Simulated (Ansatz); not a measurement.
Elastic constant C11 (GPa) of solids drawn from the class of carbides, at two levels: LDA (Ansatz, an electronic-structure program, PAW), and PBEsol in Ansatz (PAW).

```csv
solid,LDA,PBEsol
hexagonal WC,758,738
rock-salt TiC,588,556
rock-salt NbC,743,?
rock-salt ZrC,521,496
rock-salt HfC,567,538
rock-salt TaC,811,776
```

### Question
Estimate the withheld PBEsol value from the other rows.

### Answer
One way: carry over the typical ratio. The ratios PBEsol / LDA of the other rows, in order: 0.946, 0.949, 0.952, 0.957, 0.974; median 0.952. Rock-salt NbC: 743 × 0.952 = 707 GPa; the run gives 712 GPa. The ratios spread from 0.946 to 0.974, so such an estimate is rough.

Over all 6 rows PBEsol is the larger in 0.

Ansatz's runs of these crystals have no spin polarisation.

Spin–orbit coupling is left out, also for the solids with elements from indium on (hexagonal WC, rock-salt HfC, rock-salt TaC); its size isn't shown.

Each level is taken at its own relaxed cell. Ansatz's density-functional and Hartree–Fock values are scalar-relativistic unless marked +SOC, with PAW data made under PBE.
